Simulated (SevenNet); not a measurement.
We consider rock-salt HfC, described by the machine-learned potential SevenNet-l3i5 (trained on PBE and PBE+U data).

A third-order Birch–Murnaghan fit to the energies gives V0 = 12.572 Å³/atom, B0 = 241 GPa, B′ = 4.1.

| V (Å³/atom) | P (GPa) |
|---|---|
| 11.818 | [?] |
| 12.006 | 12.20 |
| 12.195 | 7.81 |
| 12.383 | 3.76 |
| 12.572 | 0.01 |
| 12.760 | [?] |
| 12.949 | -6.68 |
| 13.138 | [?] |
| 13.326 | -12.44 |

Problem. Estimate the withheld pressures from this fit; the answers are the runs' own values.

Solution. 
- 11.818, P (GPa): 16.96
- 12.760, P (GPa): -3.46
- 13.138, P (GPa): -9.66

The formula P = (3/2) B0 (x^(7/3) − x^(5/3)) [1 + (3/4)(B′ − 4)(x^(2/3) − 1)] with x = V0/V meets the computed pressures within 0.04 GPa when these rounded values are put in.

Measured, for comparison: bulk modulus 242 GPa (room temperature, no zero-point or thermal correction, our sources range from 242 to 286; as tabulated in Synthesis of Binary Transition Metal Nitrides, Carbides and Borides from the …); equilibrium volume per atom 12.47 Å³/atom (temperature not stated, no zero-point or thermal correction; as tabulated in Zhang et al. (2018), doi:10.1088/1367-2630/aac7f0). Computed (rounded) less measured: bulk modulus not scored (sources differ), equilibrium volume per atom +0.8 %.

A machine-learned potential is trained on density-functional data: it inherits that level's misses and adds fitting errors of its own.

The computed numbers hold no vibrational or temperature effects.
